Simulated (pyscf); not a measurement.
Optimised with ωB97X-D3(BJ)/def2-SVP in PySCF.

Estimate by transition-state theory the rate constant of Cl–SnH(Cl)–Cl + hydrogen (H₂) → hydrogen chloride (HCl) + Cl–SnH₂–Cl (singlet surface; Cl–Sn, H–H broken, Cl–H, H–Sn formed) at 900 K, with ωB97M-D3(BJ)/def2-TZVP energies (ideal gas, 1 atm, RRHO with modes under 100 cm⁻¹ raised to 100, one conformer, R ln 2 for chiral ones without a mode under 150 cm⁻¹; no tunnelling).

The electronic barrier is 45.2 kcal/mol and the thermal terms add +24.6, so ΔG‡ = 69.8 kcal/mol. With k_BT/h = 1.88e+13 s⁻¹ and RT = 1.788 kcal/mol, and a volume of 1.23e-19 cm³ per molecule at 1 atm, k = 2.5e-23 cm³ molecule⁻¹ s⁻¹. Wigner's tunnelling factor for 1198i cm⁻¹ would be 1.15. A shift of 1 kcal/mol in the barrier changes k by a factor 1.7. On the product side the descent ends in a complex (not fully relaxed), 5.1 kcal/mol under the separated species and 32.6 kcal/mol under the saddle at ωB97X-D3(BJ)/def2-TZVP. One saddle was located; it need not be the lowest between these sides. Elements past Kr carry the def2 core potentials, without spin-orbit coupling.
